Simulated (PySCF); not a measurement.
Compound: propynyl isocyanide, C₄H₃N.
Bonds: C1–N2 (triple), N2–C3, C3–C4 (triple), C4–C5. Hydrogens: H6, H7, H8 on C5.

The same species was optimised twice, with GFN2-xTB and with PBE0-D3(BJ)/def2-SVP (PySCF), and the same property calculations (PySCF, gas phase) were run on both structures.

| coordinate | GFN2-xTB | PBE0-D3(BJ)/def2-SVP | change |
| --- | --- | --- | --- |
| N2–C3 (Å) | 1.296 | 1.309 | +0.013 |
| C5–H6 (Å) | 1.090 | 1.101 | +0.011 |
| C5–H7 (Å) | 1.090 | 1.101 | +0.011 |
| C5–H8 (Å) | 1.090 | 1.101 | +0.011 |
| C1≡N2 (Å) | 1.172 | 1.183 | +0.011 |
| C4–C5 (Å) | 1.440 | 1.450 | +0.010 |
| C3≡C4 (Å) | 1.205 | 1.213 | +0.008 |
| H6–C5–H7 (°) | 109.0 | 107.9 | -1.1 |
| H6–C5–H8 (°) | 109.0 | 108.0 | -1.0 |
| H7–C5–H8 (°) | 109.0 | 107.9 | -1.1 |
| C4–C5–H8 (°) | 110.0 | 111.0 | +1.0 |
| C4–C5–H7 (°) | 110.0 | 111.0 | +1.0 |
| C4–C5–H6 (°) | 110.0 | 111.0 | +1.0 |
| C1–N2–C3 (°) | 180.0 | 179.9 | -0.1 |
| C3–C4–C5 (°) | 180.0 | 179.9 | -0.1 |

Rotational constants: A = 159252, B = 2234, C = 2234 MHz (GFN2-xTB) against A = 158079, B = 2195, C = 2195 MHz (PBE0-D3(BJ)/def2-SVP). Point groups within 0.08 Å: C3v and C3v.

On the GFN2-xTB structure: HOMO (eV) -8.05 [PBE0/pcSseg-1]; LUMO (eV) -0.84 [PBE0/pcSseg-1]; dipole (D) 4.18 [PBE0/pcSseg-1]; GIAO shielding of C1 (ppm) 1.5 [PBE0/pcSseg-1]; GIAO shielding of N2 (ppm) 88.5 [PBE0/pcSseg-1]; GIAO shielding of C3 (ppm) 119.8 [PBE0/pcSseg-1]; GIAO shielding of C4 (ppm) 130.4 [PBE0/pcSseg-1]; GIAO shielding of C5 (ppm) 183.5 [PBE0/pcSseg-1].

Q: What do these properties become on the PBE0-D3(BJ)/def2-SVP structure?

A: 
```tsv
property	level	on GFN2-xTB	on PBE0-D3(BJ)/def2-SVP	change
HOMO (eV)	PBE0/pcSseg-1	-8.05	-8.04	+0.01
LUMO (eV)	PBE0/pcSseg-1	-0.84	-0.93	-0.09
dipole (D)	PBE0/pcSseg-1	4.18	4.15	-0.03
energy, GFN2-xTB geometry as zero (kcal/mol)	PBE0/pcSseg-1	0.0	-0.1	-0.1
GIAO shielding of C1 (ppm)	PBE0/pcSseg-1	1.5	-0.2	-1.7
GIAO shielding of N2 (ppm)	PBE0/pcSseg-1	88.5	85.7	-2.8
GIAO shielding of C3 (ppm)	PBE0/pcSseg-1	119.8	118.1	-1.7
GIAO shielding of C4 (ppm)	PBE0/pcSseg-1	130.4	130.5	+0.1
GIAO shielding of C5 (ppm)	PBE0/pcSseg-1	183.5	181.1	-2.4
```

The heavy atoms differ by 0.015 Å rms after alignment. Among all bonds N2–C3 changes most (+0.013 Å). Changes are differences of the printed values. Neither structure is proved a minimum here.
